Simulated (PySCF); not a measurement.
Isomers of C5H9N and their computed core-level spectra.

The calculation used PySCF, delta-SCF UKS SCAN, pcX-2 on the ionised atom, pcseg-1 elsewhere, spin-free X2C. Geometries: PBE0-D3(BJ)/def2-SVP; isolated species, one conformer each.

Line lists (1s up to Mg, 2p3/2 beyond; areas count atoms within a level, one atom standing for each set equivalent by bonding):
1. C 1s: 291.12 (area 3), 291.94 (area 1), 292.21 (area 1) eV; N 1s: 404.79 eV
2. C 1s: 290.42 (area 1), 290.58 (area 1), 290.68 (area 1), 291.50 (area 1), 292.16 (area 1) eV; N 1s: 405.07 eV
3. C 1s: 290.86 (area 2), 291.32 (area 1), 292.14 (area 1), 292.22 (area 1) eV; N 1s: 404.94 eV

Structures:
A. `CC(C)[C@H]1C=N1`
B. `CC(C)(C)C#N`
C. `CC(C)CC#N`

**Question.** Match each list to its structure.

**Answer.** 
- 1 = B: no other candidate has these counts of sites. C 1s: 291.12 methyl carbon (×3), 291.94 nitrile carbon, 292.21 sp3 carbon next to a nitrile; N 1s: 404.79 nitrile nitrogen.
- 2 = A: no other candidate has these counts of sites. C 1s: 290.42 methyl carbon, 290.58 methyl carbon, 290.68 sp3 CH carbon, 291.50 sp3 carbon bound to nitrogen, 292.16 C=N carbon; N 1s: 405.07 C=N nitrogen.
- 3 = C: no other candidate has these counts of sites. C 1s: 290.86 methyl carbon (×2), 291.32 sp3 CH carbon, 292.14 sp3 carbon next to a nitrile, 292.22 nitrile carbon; N 1s: 404.94 nitrile nitrogen.

1 of these hole states is spin-contaminated (⟨S²⟩ 0.92, against 0.75; counted from 0.85) and less certain.
